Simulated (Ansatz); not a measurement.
Ansatz (an electronic-structure program) input:

Ansatz 0.2 input:
```yaml
crystal:
  periodic: [false, false, false]
  atoms:
    - {symbol: N, position_ang: [0.01661981, -0.02999986, 1.39162225]}
    - {symbol: C, position_ang: [-0.01543844, -0.07018388, -1.37864102]}
    - {symbol: C, position_ang: [-0.00321387, 1.11294563, 0.70125942]}
    - {symbol: C, position_ang: [0.01978865, -1.16819845, 0.66438837]}
    - {symbol: C, position_ang: [0.00495939, -1.32735553, -0.74026160]}
    - {symbol: C, position_ang: [-0.01980593, 1.14405432, -0.68702450]}
    - {symbol: H, position_ang: [-0.02881825, -0.01569131, -2.47237714]}
    - {symbol: H, position_ang: [-0.00590766, 2.03625053, 1.28067660]}
    - {symbol: H, position_ang: [0.03638505, -2.06029569, 1.29842183]}
    - {symbol: H, position_ang: [-0.03573655, 2.10216299, -1.20640101]}
basis:
  gaussian:
    orbitals: cc-pVTZ
hamiltonian:
  xc: pbe
total_charge: -1
magnetization: {spin_polarized: false}
correlation: {method: rpa, electrons: outside_noble_gas}
```

What final total energy does it print?

-247.62284 Eh (RPA@PBE/cc-pVTZ). The basis has 236 functions. The run takes very roughly 23 core-seconds.

It need not be the lowest isomer of its formula. Whether it binds its extra electron was not tested at this geometry.
